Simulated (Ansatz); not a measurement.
The input, for Ansatz 0.2.0:

```yaml
crystal:
  periodic: [false, false, false]
  atoms:
    - {symbol: B, position_ang: [0.000000, 0.000000, -0.363948]}
    - {symbol: C, position_ang: [0.000000, 0.000000, -1.828105]}
    - {symbol: H, position_ang: [0.000000, 0.000000, 2.192052]}
basis:
  gaussian: {orbitals: "6-31G*"}
magnetization: {spin_polarized: false}
correlation: {method: mp2, electrons: outside_noble_gas}
accuracy: high
output: {forces: true}
```

```sh
$ ansatz run in.yaml --threads 1 --pin off --events-out ev --progress --plain --max-ram 2393MiB
```

Log:

```
613 factors; integrals over basis functions are off by at most 2.5e-9 eV
mean field evaluation 1: about -1704.0227 eV, gradient 1.4e1 eV
mean field evaluation 2: about -1704.0248 eV, gradient 1.4e1 eV
mean field evaluation 4: about -1705.4595 eV, gradient 2.9e0 eV
mean field evaluation 8: about -1705.6264 eV, gradient 1.6e-1 eV
mean field evaluation 16: about -1687.0777 eV, gradient 1.8e1 eV
mean field evaluation 32: about -1701.9592 eV, gradient 2.9e-1 eV
mean field evaluation 64: about -1705.6370 eV, gradient 2.7e-1 eV
mean field evaluation 96: about -1705.6224 eV, gradient 1.6e-1 eV
mean field -1705.62672331 eV, -62.6806259662 hartree, gradient 8.4e-8 eV, S^2 0.000000; 7 other end points of the search recorded, 0 dependent functions left out; unrestricted orbitals would lower it
unrestricted determinant -1708.65215161 eV, -62.7918084056 hartree, S^2 1.9008
2 core orbitals not correlated: weight in the atoms' cores, before any rotation towards them, 1.000 or more for the frozen orbitals, at most 0.000 for the correlated occupied ones
reference -1705.62672331 eV, -62.6806259662 hartree; 4, 4 occupied and 26, 26 virtual orbitals, 613 factors
second order -5.15981677 eV of doubles, -0.00000000 eV of singles
the calculation of the forces begins
Total energy: -1710.78654008 eV, -62.8702457352 hartree
Atom 0 at     0.000000     0.000000    -0.363948 Å, force     0.000000    -0.000000     3.757525 eV/Å
Atom 1 at     0.000000     0.000000    -1.828105 Å, force    -0.000000     0.000000    -1.400471 eV/Å
Atom 2 at     0.000000     0.000000     2.192052 Å, force    -0.000000    -0.000000    -2.357054 eV/Å
Dipole moment:    -0.000000    -0.000000     0.288992 e Å
```

Forces (eV/Å):
```
B    0.000  0.000  3.758
C    0.000  0.000 -1.400
H    0.000  0.000 -2.357
```

Ran on 1 thread of Arm Neoverse V2, shared host: 0.45 s wall, 0.13 GiB peak host memory.
